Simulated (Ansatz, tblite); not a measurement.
# SiHMe3 (C3H10Si): one state, many levels

The task here is to estimate one member of a computed series from the others.

Computed with Ansatz 0.2.0, Gaussian basis. Level: as each input shows.

Plan: GFN1-xTB, GFN2-xTB, PBE-D4/def2-TZVP, r2SCAN-D4/def2-TZVP, B2PLYP/def2-TZVP, PBE-QIDH/def2-TZVP, revPBE-D4/def2-TZVP, PBE-D4/def2-SVP, PBE0-D4/def2-SVP, HF/STO-3G, CCSD(T)/def2-TZVP, RPA/def2-TZVP.

2 further runs of the same task are left out: 2 set aside as unsound or not needed.

**The geometry**

The geometry is that of the singlet, from an earlier relaxation (PBE0-D4/def2-SVP).

14 atoms, charge 0, spin multiplicity 1.

Bond lengths: C1–Si4 1.883 Å, C1–H6 1.102 Å, C1–H7 1.102 Å, C1–H8 1.102 Å, C2–Si4 1.883 Å, C2–H9 1.101 Å, C2–H10 1.102 Å, C2–H11 1.101 Å, C3–Si4 1.883 Å, C3–H12 1.102 Å, C3–H13 1.101 Å, C3–H14 1.102 Å, Si4–H5 1.502 Å. Angles: Si4–C1–H6 111.2°, Si4–C1–H7 110.7°, Si4–C1–H8 111.2°, H6–C1–H7 107.9°, H6–C1–H8 107.8°, H7–C1–H8 107.9°, Si4–C2–H9 111.2°, Si4–C2–H10 110.7°, Si4–C2–H11 111.2°, H9–C2–H10 107.9°, H9–C2–H11 107.8°, H10–C2–H11 107.9°, Si4–C3–H12 111.2°, Si4–C3–H13 111.2°, Si4–C3–H14 110.7°, H12–C3–H13 107.8°, H12–C3–H14 107.9°, H13–C3–H14 107.9° and more.

PBE0-D4/def2-TZVP was run before; its log isn't repeated, and its numbers join the tables.

Set-up of the first run:

Tight binding, by tblite at 300 K electronic temperature and without a spin-polarisation term:

```python
tblite.interface.Calculator('GFN1-xTB', numbers, positions, charge=0, uhf=0).singlepoint()
```

Tight binding, by tblite at 300 K electronic temperature and without a spin-polarisation term:

```python
tblite.interface.Calculator('GFN2-xTB', numbers, positions, charge=0, uhf=0).singlepoint()
```

start.molden holds the orbitals of an earlier run on this state, given as this run's starting guess.

File in.yaml:

```yaml
crystal:
  periodic: [false, false, false]
  atoms:
    - {symbol: C, position_ang: [1.782896, 0.005442, -0.116809]}
    - {symbol: C, position_ang: [-0.896935, 1.541382, -0.110867]}
    - {symbol: C, position_ang: [-0.887100, -1.547492, -0.104555]}
    - {symbol: Si, position_ang: [0.001612, 0.001017, 0.492677]}
    - {symbol: H, position_ang: [0.006677, 0.004138, 1.994525]}
    - {symbol: H, position_ang: [2.326195, 0.891527, 0.247909]}
    - {symbol: H, position_ang: [1.818496, 0.016381, -1.218331]}
    - {symbol: H, position_ang: [2.324569, -0.888801, 0.230080]}
    - {symbol: H, position_ang: [-1.937870, 1.561438, 0.248765]}
    - {symbol: H, position_ang: [-0.918825, 1.574211, -1.212273]}
    - {symbol: H, position_ang: [-0.399425, 2.457485, 0.244831]}
    - {symbol: H, position_ang: [-1.930085, -1.569298, 0.249032]}
    - {symbol: H, position_ang: [-0.387771, -2.458779, 0.260846]}
    - {symbol: H, position_ang: [-0.902425, -1.588641, -1.205820]}
basis:
  gaussian: {orbitals: def2-TZVP, initial_orbitals: start.molden}
hamiltonian: {xc: pbe, dispersion: d4}
scf: {omitted_lower_state_checks: [starts]}
output: {forces: true, orbitals: {seedname: orbitals}}
```

The run is started by

```console
> ansatz run in.yaml --threads 2 --pin off --events-out ev --progress --plain --max-ram 4352MiB
```

Among the steps run: PBE-D4/def2-TZVP; r2SCAN-D4/def2-TZVP; B2PLYP/def2-TZVP; PBE-QIDH/def2-TZVP; revPBE-D4/def2-TZVP; PBE-D4/def2-SVP; PBE0-D4/def2-SVP; HF/STO-3G; CCSD(T)/def2-TZVP; RPA/def2-TZVP.

One of the session's tables, all rows but one given; the rest of the session is left out.

It belongs to the step «Binding energy». 

| method | binding an atom (eV) |
| --- | --- |
| HF/STO-3G | 3.827 |
| HF/def2-TZVP | 2.947 |
| PBE-D4/def2-SVP | ? |
| PBE-D4/def2-TZVP | 3.852 |
| revPBE-D4/def2-TZVP | 3.788 |
| r2SCAN-D4/def2-TZVP | 3.832 |
| PBE0-D4/def2-SVP | 3.842 |
| PBE0-D4/def2-TZVP | 3.829 |
| MP2/def2-TZVP | 3.702 |
| CCSD/def2-TZVP | 3.668 |
| CCSD(T)/def2-TZVP | 3.700 |

**Question.** Estimate the row for PBE-D4/def2-SVP.

The run gave: binding an atom (eV): 3.861. In the column «binding an atom (eV)» it is the highest.

To keep in mind: Free atoms were run apart at each level; binding is atoms less cluster, divided by the number of atoms, without zero-point or spin-orbit terms.
